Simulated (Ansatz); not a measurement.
## How far each method lies from UCCSDT(Q) for HGe–CH2, quartet

Geometry: that of the HGe–CH2, doublet, kept fixed.

```xyz
5

Ge   -0.0108    0.0322    0.3104
C     0.0505   -0.0625   -1.5712
H     0.3508   -1.4726    0.6524
H    -0.4009   -0.9037   -2.0971
H     0.2255    0.8044   -2.2040
```

Basis cc-pVTZ; Ansatz 0.2.0. Only valence electrons are correlated (noble-gas cores and the filled d shells of p-block atoms frozen), which leaves 11 electrons in 100 orbitals. R marks a restricted (for open shells ROHF) determinant, U an unrestricted one. Active spaces: valence = (11e, 11o) chosen from the atoms' valence shells. No spin–orbit coupling is included, and no scalar relativity.

Full CI isn't at hand for all of this; UCCSDT(Q) serves as the reference, and is uncertain by about the last step of the cluster series. The frozen core follows each run's orbitals, which can shift R against U totals by a few meV for light atoms and by up to 0.1 eV past Ca.

```
UHF ⟨S²⟩                          : 3.766
T1 diagnostic (RCCSD)             : 0.0198
largest doubles amplitude (RCCSD) : 0.024
T1 diagnostic (UCCSD)             : 0.0155
```

| level | E − E(RHF) (eV) |
| --- | --- |
| UHF | -0.1724 |
| UMP2 | -6.1343 |
| UCCSD | -6.9954 |
| UCCSD(T) | -7.2298 |

Problem. Estimate how far UCCSDT(Q) in cc-pVTZ lies from UCCSD(T). The table doesn't fix it; the size of (T) and the diagnostics are the guide.

Solution. UCCSDT(Q) in cc-pVTZ lies 3.7 kJ/mol below UCCSD(T), which is 16 % of the (T) step (-22.6 kJ/mol). The diagnostics are small and one determinant leads, so the series closes fast and only a small part of (T) is left.

The other levels:

```tsv
level	E − E(UCCSDT(Q)) (kJ/mol)	share of correlation (%)	wall time
UCCSDT	0.9	99.88	–
```

The correlation energy at UCCSDT(Q), counted from RHF, is -7.268 eV. That run took 24 s on 2 threads of AMD EPYC 7R13 with a shared H100 80 GB, shared host.

Run but not shown, since their state or frozen core can't be matched to the reference's or they repeat it: RHF, RMP2, RCCSD, RCCSD(T), BCCD(T), RCCSDT, RCCSDT(Q), CASSCF (valence space), NEVPT2 (valence space).

Times hold each run's SCF and search for its determinant on a shared host, so for small cases they say little of a method's own cost.

Natural occupations of CASSCF (valence space) about the gap: 1.980 1.976 1.965 1.004 1.001 0.998 0.028 0.024 0.022 0.020; effectively unpaired electrons, Σ n²(2−n)², 3.02.
